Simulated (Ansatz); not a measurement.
Reaction (SMILES): FCl (F-Cl) → Cl atom + F atom
B3LYP-D3(BJ)/def2-TZVP geometries, fixed; electronic energies without zero-point terms.
Largest species:
```
F
Cl 1 1.6409
```

Basis-set convergence of the atomisation energy at CCSD(T) with Ansatz (a quantum-chemistry and plane-wave program). Cartesian d functions, on some or all atoms, in 6-311G**, 6-311+G**; all else is spherical. Cores are frozen. Open shells are unrestricted. No added dispersion term, no relativity. Functions are those of the species that has most. Reference: Hartree-Fock in aug-cc-pV(Q+d)Z plus the correlation part extrapolated as X^-3 from aug-cc-pV(T+d)Z and aug-cc-pV(Q+d)Z, 62.43 kcal/mol, itself unsure by roughly 0.56 kcal/mol (a third of the extrapolation step and of the last Hartree-Fock step). Deviations are taken from unrounded values.

```
basis            functions  atomisation energy (kcal/mol)
---------------  ---------  -----------------------------
def2-SVP                32                          46.37
def2-SVPD               50                          49.52
pcseg-1                 32                          44.20
aug-pcseg-1             50                          50.51
cc-pV(D+d)Z             37                          44.07
aug-cc-pV(D+d)Z         55                          53.35
6-311G**                45                          43.46
6-311+G**               53                          46.04
pcseg-2                 64                          57.84
aug-pcseg-2             96                          59.50
def2-TZVP               68                          56.34
def2-TZVPD              86                          57.59
cc-pV(T+d)Z             69                          55.95
aug-cc-pV(T+d)Z        101                          59.08
def2-TZVPP              73                          56.47
def2-TZVPPD             91                          57.67
cc-pV(Q+d)Z            119                          59.82
aug-cc-pV(Q+d)Z        169                          61.20
pcseg-3                124                          60.97
aug-pcseg-3            174                          61.27
def2-QZVPP             127                          59.93
def2-QZVPPD            145                          60.20
```

What the diffuse functions change, pair by pair:
- def2-SVP to def2-SVPD: 18 more functions, deviation -16.06 to -12.92 kcal/mol
- pcseg-1 to aug-pcseg-1: 18 more functions, deviation -18.23 to -11.93 kcal/mol
- cc-pV(D+d)Z to aug-cc-pV(D+d)Z: 18 more functions, deviation -18.36 to -9.09 kcal/mol
- 6-311G** to 6-311+G**: 8 more functions, deviation -18.97 to -16.39 kcal/mol
- pcseg-2 to aug-pcseg-2: 32 more functions, deviation -4.60 to -2.93 kcal/mol
- def2-TZVP to def2-TZVPD: 18 more functions, deviation -6.09 to -4.84 kcal/mol
- cc-pV(T+d)Z to aug-cc-pV(T+d)Z: 32 more functions, deviation -6.49 to -3.36 kcal/mol
- def2-TZVPP to def2-TZVPPD: 18 more functions, deviation -5.96 to -4.76 kcal/mol
- cc-pV(Q+d)Z to aug-cc-pV(Q+d)Z: 50 more functions, deviation -2.62 to -1.23 kcal/mol
- pcseg-3 to aug-pcseg-3: 50 more functions, deviation -1.46 to -1.16 kcal/mol
- def2-QZVPP to def2-QZVPPD: 18 more functions, deviation -2.51 to -2.23 kcal/mol

Leaving out the reference's own pair, they bring the value nearer the reference by more than 0.56 kcal/mol in 8 of 10 pairs.
